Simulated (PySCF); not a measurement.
PySCF input (BP86/def2-SVP):

```python
from pyscf import gto, dft

mol = gto.M(
    atom='''
    O     0.05728725    0.81312084   -0.03996413
    O     0.04221979   -0.70897730   -0.01520246
    H    -0.79605634   -0.83314830    0.44133267
    ''',
    basis='def2-svp',
    charge=-1,
    spin=0,
    verbose=4,
)

mf = dft.RKS(mol, xc='bp86')
mf.grids.level = 3
mf.conv_tol = 1e-9
mf.max_cycle = 100
mf.max_memory = 1500
mf.kernel()
if not mf.converged:
    mf = mf.newton()
    mf.kernel(mf.make_rdm1())
mf.dip_moment()
```

Output:

```
PySCF version 2.14.0

[INPUT] verbose = 4
[INPUT] num. atoms = 3
[INPUT] num. electrons = 18
[INPUT] charge = -1
[INPUT] spin (= nelec alpha-beta = 2S) = 0
[INPUT] symmetry False subgroup None
[INPUT] Mole.unit = angstrom
[INPUT] Symbol           X                Y                Z      unit          X                Y                Z       unit  Magmom
[INPUT]  1 O      0.057287250000   0.813120840000  -0.039964130000 AA    0.108257212929   1.536575693776  -0.075521260507 Bohr   0.0
[INPUT]  2 O      0.042219790000  -0.708977300000  -0.015202460000 AA    0.079783840137  -1.339772925534  -0.028728485820 Bohr   0.0
[INPUT]  3 H     -0.796056340000  -0.833148300000   0.441332670000 AA   -1.504328462324  -1.574422108147   0.833997876123 Bohr   0.0

nuclear repulsion = 28.8542273315371
number of shells = 15
number of NR pGTOs = 55
number of NR cGTOs = 33
basis = def2-svp
ecp = {}

******** <class 'pyscf.dft.rks.RKS'> ********
method = RKS
initial guess = minao
damping factor = 0
level_shift factor = 0
DIIS = <class 'pyscf.scf.diis.CDIIS'>
diis_start_cycle = 1
diis_space = 8
diis_damp = 0
SCF conv_tol = 1e-09
SCF conv_tol_grad = None
SCF max_cycles = 100
direct_scf = True
direct_scf_tol = 1e-13
XC library pyscf.dft.libxc version 7.1.2
    S. Lehtola, C. Steigemann, M. J. T. Oliveira, and M. A. L. Marques,  SoftwareX 7, 1–5 (2018)
XC functionals = bp86
    A. D. Becke,  Phys. Rev. A 38, 3098 (1988)
    J. P. Perdew,  Phys. Rev. B 33, 8822 (1986)
    J. P. Perdew,  Phys. Rev. B 34, 7406–7406 (1986)
radial grids:
    Treutler-Ahlrichs [JCP 102, 346 (1995); DOI:10.1063/1.469408] (M4) radial grids

becke partition: Becke, JCP 88, 2547 (1988); DOI:10.1063/1.454033
pruning grids: <function nwchem_prune>
grids dens level: 3
symmetrized grids: False
atomic radii adjust function: <function treutler_atomic_radii_adjust>
small_rho_cutoff = 0
Set gradient conv threshold to 3.16228e-05
Initial guess from minao.
tot grids = 37976
init E= -150.752601159275
  HOMO = -0.30491529993133  LUMO = -0.13241915787939  gap/eV = 4.69386
cycle= 1 E= -150.625160327096  delta_E= 0.127  |g|= 0.857  |ddm|= 1.71
  HOMO = 0.3762641946865  LUMO = 0.39510338199532  gap/eV = 0.51264
cycle= 2 E= -149.028227149084  delta_E=  1.6  |g|= 2.13  |ddm|= 6.75
  HOMO = 0.157853505761118  LUMO = 0.295704856563638  gap/eV = 3.75113
cycle= 3 E= -150.591037518697  delta_E= -1.56  |g|= 0.943  |ddm|= 6.67
  HOMO = 0.125738498045778  LUMO = 0.268832453072591  gap/eV = 3.89378
cycle= 4 E= -150.761913590765  delta_E= -0.171  |g|= 0.255  |ddm|= 0.529
  HOMO = 0.181795286664789  LUMO = 0.279676000495362  gap/eV = 2.66347
cycle= 5 E= -150.776914111717  delta_E= -0.015  |g|= 0.0943  |ddm|= 0.24
  HOMO = 0.196384602694415  LUMO = 0.28270122661076  gap/eV = 2.34879
cycle= 6 E= -150.778581091671  delta_E= -0.00167  |g|= 0.00865  |ddm|= 0.0703
  HOMO = 0.196169145209027  LUMO = 0.282679559847919  gap/eV = 2.35407
cycle= 7 E= -150.778594331449  delta_E= -1.32e-05  |g|= 0.00231  |ddm|= 0.00951
  HOMO = 0.196163399865469  LUMO = 0.282343692770541  gap/eV = 2.34509
cycle= 8 E= -150.778595791206  delta_E= -1.46e-06  |g|= 0.000465  |ddm|= 0.00283
  HOMO = 0.196197519175025  LUMO = 0.282368790633547  gap/eV = 2.34484
cycle= 9 E= -150.778595832342  delta_E= -4.11e-08  |g|= 3.79e-05  |ddm|= 0.000357
  HOMO = 0.196203592286033  LUMO = 0.282366729338793  gap/eV = 2.34462
cycle= 10 E= -150.778595832685  delta_E= -3.43e-10  |g|= 8.16e-06  |ddm|= 6e-05
  HOMO = 0.196203942955338  LUMO = 0.28236734940709  gap/eV = 2.34463
Extra cycle  E= -150.778595832693  delta_E= -7.62e-12  |g|= 6.15e-06  |ddm|= 1.9e-05
converged SCF energy = -150.778595832693

WARN: System has nonzero charge -1; the dipole moment is origin-dependent.
Location of origin: [0. 0. 0.]

Dipole moment(X, Y, Z, Debye): -1.34756, -2.03658,  0.75391
```

The dipole moment of an ion depends on the origin.
